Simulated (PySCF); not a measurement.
# F₂ at PBE0

Computed with PBE0; F pcseg-2; no relativity (PySCF 2.14).

| Property | Result |
| --- | --- |
| state | ¹Σg⁺ (singlet), closed shell |
| bond length | 1.377 Å |
| harmonic wavenumber | 1099 cm⁻¹ |
| force constant | 6.76 mdyn/Å |
| rotational constant Be | 0.9358 cm⁻¹ |
| anharmonicity ωexe | 6.77 cm⁻¹ |
| vibration–rotation constant αe | 0.00849 cm⁻¹ |
| well depth De to F + F | 1.53 eV |
| dissociation energy D0 | 1.46 eV |
| HOMO–LUMO gap | 8.34 eV |
| bond order (Mayer) | 0.91 |
